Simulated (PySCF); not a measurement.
Gas-phase reaction: 4 (CH₃)₂SiCl₂ + SiHCl₂ → 5 CH₃SiH₂ + CCl₂ + 2 CCl₄

Method: PySCF energies (xtb for GFN2) plus ideal-gas RRHO corrections (1 bar). † marks an energy on the PBE0/def2-TZVP geometry and frequencies; other levels use their own. MP2 and CCSD(T) freeze the core. 6-31G* has spherical d functions here. Open shells (unrestricted): SiHCl₂ (multiplicity 2), CH₃SiH₂ (multiplicity 2); the rest are closed-shell singlets. GFN2 has no spin-polarisation term. B3LYP is the form with VWN-RPA correlation. SiHCl₂, CH₃SiH₂: computed as isolated molecules; such fragments, hydroxides, amides, oligomers or adducts are transient or little studied in the gas. MP2 isn't extrapolated to the basis-set limit; its ΔH°(298 K) is 2705.4 kJ in def2-SVP and 2807.3 kJ in def2-TZVPP. CCSD(T) isn't extrapolated to the basis-set limit. The harmonic model lacks anharmonicity and excited electronic states, which grow with temperature; levels with a mode under 35 cm⁻¹ are left out. Internal rotation in (CH₃)₂SiCl₂, CH₃SiH₂ is treated as a harmonic vibration of one conformer, which makes the entropy rough. Warning, large T1 diagnostic: CCl₂ (CCSD(T)/def2-SVP†).

```json
[
 {"level": "B3LYP/6-31G*", "ΔE electronic, kJ": "2716", "ΔH°(298 K), kJ": "2609", "ΔS°(298 K), J/K": "492", "ΔG°(1200 K), kJ": "2023"},
 {"level": "CCSD(T)/def2-SVP†", "ΔE electronic, kJ": "2721", "ΔH°(298 K), kJ": "2618", "ΔS°(298 K), J/K": "488", "ΔG°(1200 K), kJ": "2039"},
 {"level": "GFN2-xTB", "ΔE electronic, kJ": "2255", "ΔH°(298 K), kJ": "2149", "ΔS°(298 K), J/K": "450", "ΔG°(1200 K), kJ": "1609"},
 {"level": "M06-2X/def2-TZVP†", "ΔE electronic, kJ": "2858", "ΔH°(298 K), kJ": "2755", "ΔS°(298 K), J/K": "488", "ΔG°(1200 K), kJ": "2177"},
 {"level": "MP2/def2-TZVPP†", "ΔE electronic, kJ": "2910", "ΔH°(298 K), kJ": "2807", "ΔS°(298 K), J/K": "488", "ΔG°(1200 K), kJ": "2229"},
 {"level": "PBE/def2-SVP", "ΔE electronic, kJ": "2659", "ΔH°(298 K), kJ": "2556", "ΔS°(298 K), J/K": "487", "ΔG°(1200 K), kJ": "1979"},
 {"level": "PBE/def2-TZVP†", "ΔE electronic, kJ": "2683", "ΔH°(298 K), kJ": "2580", "ΔS°(298 K), J/K": "488", "ΔG°(1200 K), kJ": "2001"},
 {"level": "PBE0/def2-SVP†", "ΔE electronic, kJ": "2784", "ΔH°(298 K), kJ": "2681", "ΔS°(298 K), J/K": "488", "ΔG°(1200 K), kJ": "2102"},
 {"level": "PBE0/def2-TZVP", "ΔE electronic, kJ": "2792", "ΔH°(298 K), kJ": "2689", "ΔS°(298 K), J/K": "488", "ΔG°(1200 K), kJ": "2110"},
 {"level": "r2SCAN/def2-TZVP†", "ΔE electronic, kJ": "2807", "ΔH°(298 K), kJ": "2704", "ΔS°(298 K), J/K": "488", "ΔG°(1200 K), kJ": "2126"}
]
```
ΔH° is lowest at GFN2-xTB and highest at MP2/def2-TZVPP†. No reference value is set beside these.
